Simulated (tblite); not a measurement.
Species: C2H3S (doublet state).
Bonds: C1–C2 (double), C2–S3. Hydrogens: H4, H5 on C1; H6 on S3.
Bond orders are those of one Lewis drawing.

Computed with GFN2-xTB (tblite), gas phase: L-BFGS steps from a force-field or distance-geometry start until the largest atomic force falls under 0.01 eV/Å.

Step 15: E = -242.8730 eV
```
atom  x, y, z in Å  |  force x, y, z in eV/Å
C1     -0.9682    0.2436    0.3641   -0.262  -0.142   0.004
C2      0.1284   -0.3758    0.0661    0.076  -0.062   0.000
S3      1.7838   -0.6142    0.3294   -0.117   0.342   0.024
H4     -1.8436   -0.1469   -0.1468   -0.191   0.273   0.087
H5     -1.1726    1.0803    1.0454    0.316  -0.287  -0.132
H6      2.0754   -0.1850   -0.9067    0.178  -0.124   0.017
```

Step 16: E = -242.8973 eV
```
atom  x, y, z in Å  |  force x, y, z in eV/Å
C1     -0.9652    0.2386    0.3615   -0.368  -0.136  -0.008
C2      0.1153   -0.3980    0.0511    0.247  -0.017  -0.019
S3      1.7712   -0.5767    0.3431    0.032   0.238  -0.013
H4     -1.8436   -0.1322   -0.1466   -0.363   0.202   0.038
H5     -1.1520    1.0664    1.0505    0.302  -0.172  -0.064
H6      2.0775   -0.1960   -0.9082    0.149  -0.116   0.067
```

Step 17: E = -242.9221 eV
```
atom  x, y, z in Å  |  force x, y, z in eV/Å
C1     -0.9642    0.2268    0.3561   -0.357  -0.201  -0.072
C2      0.0960   -0.4348    0.0240    0.404   0.170   0.067
S3      1.7541   -0.5100    0.3662    0.092   0.074  -0.151
H4     -1.8527   -0.1057   -0.1471   -0.535   0.108   0.011
H5     -1.1124    1.0427    1.0605    0.278  -0.060  -0.029
H6      2.0823   -0.2169   -0.9083    0.118  -0.091   0.173
```

**Question.** Estimate the geometry and energy of step 18. (The exact step hangs on the optimiser's Hessian estimate; all steps are aligned on step 17, rigid shifts and turns removed.)

**Answer.** E = -242.9372 eV, largest force 0.503 eV/Å
```
atom  x, y, z in Å  |  force x, y, z in eV/Å
C1     -0.9674    0.2163    0.3527   -0.370  -0.144  -0.068
C2      0.0925   -0.4439    0.0178    0.339   0.173  -0.008
S3      1.7462   -0.4819    0.3708    0.197  -0.007  -0.064
H4     -1.8660   -0.0921   -0.1462   -0.500   0.050   0.022
H5     -1.0911    1.0303    1.0616    0.228  -0.010  -0.003
H6      2.0889   -0.2265   -0.9052    0.106  -0.062   0.121
```

The energy changes by -0.0151 eV. The first-order estimate −F·Δx gives -0.0182 eV and the mean of the old and new forces, exact on a quadratic surface, -0.0151 eV. The step makes an angle of 65° with the force vector and moves no atom by more than 0.030 Å.

What follows is the cost of the whole relaxation. Time: under 0.1 s. Hardware: one thread of an Arm Neoverse V2, shared host with 96 logical CPUs at a one-minute load of 17.
